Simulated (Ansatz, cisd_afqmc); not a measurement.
System: SiH3, charge 0, doublet. SiH3 (SMILES [SiH3], doublet).
B3LYP-D3(BJ)/def2-TZVP minimum from Ansatz (an electronic-structure program):
```
Si
H 1 1.4828
H 1 1.4828 2 111.02
H 1 1.4828 2 111.02 3 124.02
```
Charge 0, spin multiplicity 2.

Total energies in aug-cc-pV(T+d)Z, 7 correlated electrons, 5 frozen orbitals. Radicals and triplets start from unrestricted determinants; spin-orbit coupling is neglected. Correlated methods leave the cores frozen. No relativity. AFQMC is phaseless with a CISD trial state; ± is one standard error, without the phaseless bias. Outlying blocks are dropped, and bars are widened where a walk drifts. Over all cases where full CI ran beside it in this data, AFQMC minus full CI had a median of +0.1 mEh and passed +0.4 mEh in a tenth of the cases.

| method | program | energy (Eh) | minus CCSDT(Q) (mEh) |
|---|---|---|---|
| HF | Ansatz | -290.64288 | 148.94 |
| MP2 | Ansatz | -290.76125 | 30.57 |
| CCSD | Ansatz | -290.78721 | 4.61 |
| CCSD(T) | Ansatz | -290.79091 | 0.91 |
| CCSDT(Q) | Ansatz | -290.79182 | 0.00 |
| AFQMC/CISD | cisd_afqmc | -290.7916 ± 0.0001 | 0.2 ± 0.1 |

Rough core times of Ansatz's runs on a shared machine: CCSD(T) under 20 s, CCSDT(Q) 7 min.
